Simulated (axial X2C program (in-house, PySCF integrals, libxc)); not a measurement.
# AlN: properties at the nuclei

Aim: properties at the nuclei of AlN, with spin–orbit coupling in the Hamiltonian from the start.

Program: an in-house X2C program for linear molecules on PySCF integrals. Level of theory: two-component X2C with atomic mean-field terms, Al dyall-v3z, N dyall-av3z. These are calculated values, not measurements.

### Step 1. The job

Contents of task.json:

```json
{"zs": [13, 7], "q": 0, "bas": ["dyall-v3z", "dyall-av3z"], "r0": 1.73, "levels": ["PBE0", "HF", "PBE", "TPSSh", "BP86"], "nst": 3}
```

Keys: zs atomic numbers; q charge; bas basis sets; r0 starting distance in Å; levels methods (HF also brings MP2); nst determinants followed.

On the command line:

```bash
python soeom.py task.json out
```

After this run come: Expectation values, lowest determinant; Expectation values, a higher determinant; Expectation values, a higher determinant.

What does the calculation give? Wanted: lowest determinant; Eeff magnitude; Ws magnitude Al; A∥/gI Al; qzz Al; higher determinant (for each run or level that gives them).

As calculated:

| quantity | value |
| --- | --- |
| lowest determinant | Ω = 2 (excess of +ω over −ω: ω = 1/2, ω = 3/2) |
| Eeff magnitude (GV/cm), PBE0 | 0.0772 |
| Ws magnitude Al (kHz), PBE0 | 0.0163 |
| A∥/gI Al (MHz), PBE0 | 20.3 |
| qzz Al (a.u.), PBE0 | -0.70 |
| higher determinant | Ω = 1 (excess of +ω over −ω: ω = -1/2, ω = 3/2) |
| Eeff magnitude (GV/cm), PBE0, higher determinant | 0.00467 |
| Ws magnitude Al (kHz), PBE0, higher determinant | 0.00109 |
| A∥/gI Al (MHz), PBE0, higher determinant | -8.77 |
| qzz Al (a.u.), PBE0, higher determinant | -1.52 |
| higher determinant | Ω = 1 (excess of +ω over −ω: 2 × ω = 1/2) |
| Eeff magnitude (GV/cm), PBE0, higher determinant | 0.096 |
| Ws magnitude Al (kHz), PBE0, higher determinant | 0.0391 |
| A∥/gI Al (MHz), PBE0, higher determinant | 102 |
| qzz Al (a.u.), PBE0, higher determinant | -0.74 |

**Reading.** In the first state, the effective field runs from 0.0214 to 0.0869 GV/cm over the mean-field levels, so the levels don't agree on it. The expectation values come from single determinants, which for open shells can mix terms of unlike spin or miss the lowest Ω, so a determinant need not be a state. Eeff is the effective electric field on the electron dipole moment in this Ω state and Ws the scalar–pseudoscalar constant (defined with the proton number Z and per Ω); A∥ is the parallel hyperfine constant, which follows by multiplying with the nuclear g factor gI = μI/(I μN); qzz is the electric field gradient, eQq0 = 234.96 MHz × Q/barn × qzz; μ is positive if N is the positive end. The operators were transformed with the bare-nucleus X2C matrices. A second determinant lies within 0.1 eV of the first, so their order is not settled at this level.
